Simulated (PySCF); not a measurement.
Below is a simulated gas-phase C 1s photoelectron spectrum of AlH2Et (`[H][Al]([H])[CH2]C`).

Every computed line was given a Gaussian of 0.4 eV full width at half maximum and an area set by the number of equivalent atoms; the highest printed point is 100. The calculation used delta-SCF UKS SCAN, pcX-2 on the ionised atom, pcseg-1 elsewhere, spin-free X2C in PySCF.

binding energy (eV), intensity and a bar:
```
    289.2          1 
    289.3          4 #
    289.4         14 ####
    289.5         37 ###########
    289.6         73 ######################
    289.7         99 ##############################
    289.8         96 #############################
    289.9         66 ####################
    290.0         32 #########
    290.1         11 ###
    290.2          3 #
    290.3          4 #
    290.4         14 ####
    290.5         39 ############
    290.6         74 ######################
    290.7        100 ##############################
    290.8         95 #############################
    290.9         64 ###################
    291.0         31 #########
    291.1         10 ###
    291.2          2 #
    291.3          0
```

How many maxima does the curve show, and how many computed lines lie under it?

The curve has 2 maxima (at 289.7 and 290.7 eV). Under it lie 2 lines from 2 inequivalent carbon sites.

Decompose the envelope and assign each component. Bonds: Al1–C4, C4–C5. Hydrogens: H2, H3 on Al1; H6, H7 on C4; H8, H9, H10 on C5.

```
position (eV)  relative area  line  atoms                     environment
       289.74              1  C 1s     C4  carbon bonded to Al, C and 2 H
       290.74              1  C 1s     C5      carbon bonded to C and 3 H
```

Above which line width would these two lines show one maximum?

Two equal Gaussians merge once their distance is under 2σ = FWHM/1.177. With 1.00 eV between them that is a full width over 1.18 eV.

Lowest listed C 1s: C4, bonded to C, 2 H and Al. Highest, 1.00 eV above it: C5, bonded to C and 3 H.

Shake-up satellites, vibrational structure and lifetime widths aren't simulated. The structure is a single PBE0-D3(BJ)/def2-SVP conformer in the gas phase; no vibrational or solvent corrections.

On an x86-64 server with one thread, no GPU, on a shared host, this took 10 s of wall time.
